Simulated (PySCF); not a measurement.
A species of formula C3H3FO has this rotational fingerprint, computed with PBE0-D3(BJ)/def2-SVP geometry optimisation, gas phase (PySCF):

| Quantity | Value |
| --- | --- |
| Rotational constants | A = 11000, B = 4228, C = 3054 MHz |
| Dipole components | \|μa\| = 2.65 D, \|μb\| = 1.63 D, \|μc\| = 0.00 D |
| Inertial defect | 0.00 u·Å² |
| κ | -0.70 |

Question: Which structure is it? (One computed conformer of each.)
A. `[O:1]=[CH:2]/[CH:3]=[CH:4]/[F:5]` with O1–C2–C3–C4 0°
B. `[CH2:1]=[C:2]([F:3])[CH:4]=[O:5]` with C1–C2–C4–O5 0°
C. `[CH2:1]=[CH:2][C:3](=[O:4])[F:5]` with C1–C2–C3–O4 0°
D. `[O:1]=[C:2]=[CH:3][CH2:4][F:5]` with C2–C3–C4–F5 -100°

Answer: C. It is C=CC(=O)F, an asymmetric top, point group Cs. The candidates at the same level (rigid rotor, commonest isotopes):

| SMILES | A (MHz) | B (MHz) | C (MHz) | μa (D) | μb (D) | μc (D) | Δ (u·Å²) | point group | rotor |
| --- | --- | --- | --- | --- | --- | --- | --- | --- | --- |
| C=C(F)C=O | 10162 | 4217 | 2980 | 1.34 | 0.37 | 0.00 | 0.00 | Cs | asymmetric top |
| O=C/C=C/F | 21239 | 2690 | 2388 | 1.05 | 1.42 | 0.00 | 0.00 | Cs | near-prolate asymmetric top |
| O=C=CCF | 18688 | 2483 | 2374 | 0.08 | 1.52 | 0.53 | -17.74 | C1 | near-prolate asymmetric top |
| C=CC(=O)F | 11000 | 4228 | 3054 | 2.65 | 1.63 | 0.00 | 0.00 | Cs | asymmetric top |

`O=C/C=C/F` has A 93 % too high; `C=C(F)C=O` has A 8 % too low; `O=C=CCF` has A 70 % too high. In the right answer the mirror of this Cs structure is the ab plane, so μc vanishes by symmetry. No structure here is proved a minimum.
